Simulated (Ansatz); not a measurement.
## How far each method lies from UCCSDT(Q) for BSi⁺, quintet

Geometry: that of the BSi⁺, triplet, kept fixed. The triplet lies 1.9 eV lower here.

```yaml
atoms:
  - { symbol: Si, position_ang: [0.0000, 0.0000, 0.0000] }
  - { symbol: B, position_ang: [0.0000, 0.0000, 2.0949] }
```

Basis cc-pVTZ; Ansatz 0.2.0. Correlated methods freeze the noble-gas cores, which leaves 6 electrons in 58 orbitals. Prefix R: restricted or restricted open-shell reference; prefix U: unrestricted. Active spaces: valence = (6e, 8o) chosen from the atoms' valence shells.

Full CI isn't at hand for all of this; UCCSDT(Q) serves as the reference, and is uncertain by about the last step of the cluster series. The frozen core follows each run's orbitals, which can shift R against U totals by a few meV.

For open shells CISD is restricted-active-space CI with the open shells as a complete middle space.

* UHF ⟨S²⟩: 6.002
* T1 diagnostic (RCCSD): 0.0750
* largest doubles amplitude (RCCSD): 0.110
* T1 diagnostic (UCCSD): 0.0800

Question: From what is known of these methods and the diagnostics, rank them by the size of their error in total energy against UCCSDT(Q) in cc-pVTZ, smallest first (an estimate: the text doesn't fix the numbers).
A. NEVPT2 (valence space)
B. UCCSDT
C. UCCSD
D. MRCISD (valence space)
E. RMP2

Answer: B (0.51 kcal/mol), D (1.91 kcal/mol), C (7.46 kcal/mol), A (10.46 kcal/mol), E (23.25 kcal/mol).

All errors are against UCCSDT(Q) in cc-pVTZ. T1 is large (0.075) while the doubles stay small, which points to orbital relaxation. Within each family the higher level lies nearer, as is usual though not guaranteed.

Natural occupations of CASSCF (valence space) about the gap: 1.921 1.026 0.987 0.964 0.964 0.053 0.053 0.031; effectively unpaired electrons, Σ n²(2−n)², 4.04.
